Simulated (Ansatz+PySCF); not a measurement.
Two shapes of doublet C3H5.

Shape 1:

```xyz
8

H     0.8821   -0.3891   -1.6890
C     0.0000   -0.0324   -1.1481
C     0.0000   -0.5048    0.2426
C     0.0000   -0.0428    1.4660
H     0.0000   -0.6932    2.3366
H     0.0000    1.0181   -1.1900
H    -0.8821   -0.3891   -1.6890
H     0.0000    1.0333    1.6708
```

Shape 2:

```xyz
8

H     0.8821   -0.3887   -1.6712
C     0.0000   -0.0320   -1.1303
C     0.0000   -0.5044    0.2604
C     0.0000   -0.0601    1.4370
H     0.0000   -0.7104    2.3076
H     0.0000    1.0684   -1.1742
H    -0.8821   -0.3887   -1.6712
H     0.0000    1.0160    1.6418
```

Basis set: cc-pVTZ (spherical functions). Left uncorrelated: 3 orbitals. Correlation on ROHF uses semicanonical orbitals with singles. Charge 0, multiplicity 2.

Computed with Ansatz (development build ahead of 0.2.0); each method stands on the lowest determinant of its kind that the runs found.

(1) Which shape is lower in energy, and by how much in each method?

Answers

(1)

| method | E(2) − E(1) (eV) |
| --- | --- |
| ROHF | 0.041 |
| UHF | 0.075 |
| ROHF-MP2 | 0.067 |
| UHF-MP2 | -0.022 |

The methods disagree on the order. Caution for UHF, UHF-MP2: the unrestricted determinant is spin contaminated. Caution for ROHF-MP2, UHF-MP2: forces differ strongly between restricted and unrestricted references.
